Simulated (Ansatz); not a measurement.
# Worked example: vertical ionisation energy of C2H6S (ethanethiol)

C2H6S: 9 atoms, total charge 0, spin state singlet. SMILES: `CCS`. The coordinates come from a PBE0-D4/def2-TZVP relaxation. This is one conformer, not always the lowest.

Both states at this one shape; open shells run unrestricted unless said. 1 Eh = 27.2114 eV.

```
       level  program  singlet C2H6S (Eh)  doublet C2H6S+ (Eh)  HOMO of the first (eV)
PBE0/pcseg-0   Ansatz         -477.069342          -476.719111                   -6.84
PBE0/pcseg-1   Ansatz         -477.739155          -477.398788                   -6.82
```

Problem. Work out the vertical ionisation energy at each level.

Solution. 
1. PBE0/pcseg-0: -476.719111 − (-477.069342) = 0.350231 Eh = 9.53 eV; −ε(HOMO) = 6.84 eV.
2. PBE0/pcseg-1: -477.398788 − (-477.739155) = 0.340367 Eh = 9.26 eV; −ε(HOMO) = 6.82 eV.

No measured value is set beside it here; the levels span 9.26 to 9.53 eV.
